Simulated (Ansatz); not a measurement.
[H···H···CH$_{3}$], doublet: the ladder up to full CI

Geometry: a point of a hydrogen-transfer path between rigid fragments, not a stationary point.

```xyz
6

H    -2.1730    0.0000    0.0000
H    -0.8850    0.0000    0.0000
C     0.2050    0.0000    0.0000
H     0.2050   -1.0800    0.0000
H     0.2050    0.5400    0.9353
H     0.2050    0.5400   -0.9353
```

Basis 6-31G; Ansatz 0.2.0. Only valence electrons are correlated (noble-gas cores frozen), which leaves 9 electrons in 18 orbitals. R marks a restricted (for open shells ROHF) determinant, U an unrestricted one. Active spaces: pair = (3e, 3o) about the gap; valence = (9e, 9o) chosen from the atoms' valence shells.

Full CI is exact within this basis and frozen core; it isn't the basis-set limit. The frozen core follows each run's orbitals, which can shift R against U totals by a few meV.

For open shells CISD is restricted-active-space CI with the open shells as a complete middle space.

The UHF ⟨S²⟩ is 0.762. The T1 diagnostic (RCCSD) is 0.0178 and the largest doubles amplitude (RCCSD) is 0.055. The T1 diagnostic (UCCSD) is 0.0090.

```csv
level,E − E(RHF) (eV)
UHF,-0.0742
RMP2,-2.8582
UMP2,-2.8647
RCCSD,-3.4287
UCCSD,-3.4294
RCCSD(T),-3.4801
UCCSD(T),-3.4800
```

Task: Estimate how far full CI in 6-31G lies from RCCSD(T). The table doesn't fix it; the size of (T) and the diagnostics are the guide.

Result: Full CI in 6-31G lies 0.39 mEh below RCCSD(T), which is 21 % of the (T) step (-1.89 mEh). The diagnostics are small and one determinant leads, so the series closes fast and only a small part of (T) is left.

The other levels:

```
                            level  E − E(full CI) (mEh)  share of correlation (%)  wall time
                             CISD                  7.72                     93.98      0.3 s
                          BCCD(T)                  0.39                     99.70     0.36 s
                           RCCSDT                  0.12                     99.90          –
                           UCCSDT                  0.12                     99.91          –
                        RCCSDT(Q)                  0.01                     99.99      2.4 s
                        UCCSDT(Q)                  0.01                    100.00      2.2 s
                          RCCSDTQ                  0.01                     99.99       25 s
              CASSCF (pair space)                109.50                     14.64          –
              NEVPT2 (pair space)                 19.16                     85.07     0.15 s
              MRCISD (pair space)                  5.92                     95.38          –
            MRCISD+Q (pair space)                  1.00                     99.22     0.24 s
           CASSCF (valence space)                 40.22                     68.65          –
           NEVPT2 (valence space)                  9.52                     92.57      2.1 s
           MRCISD (valence space)                  0.95                     99.26          –
         MRCISD+Q (valence space)                  0.23                     99.82      3.3 s
MRCISD+Q(relaxed) (valence space)                 -0.09                    100.07      4.4 s
```

The correlation energy at full CI, counted from RHF, is -3.491 eV. That run took 75 s on 1 thread of Arm Neoverse V2, shared host over 13,106,016 determinants.

Times hold each run's SCF and search for its determinant on a shared host, so for small cases they say little of a method's own cost; they ran on 1 thread of Arm Neoverse V2.

The full-CI state has the irrep A' of Cs, in the program's axes (one component, if the state is degenerate).

Natural occupations of full CI about the gap: 1.981 1.969 1.969 1.958 1.000 0.034 0.021 0.021 0.019 0.007; effectively unpaired electrons, Σ n²(2−n)², 1.03.
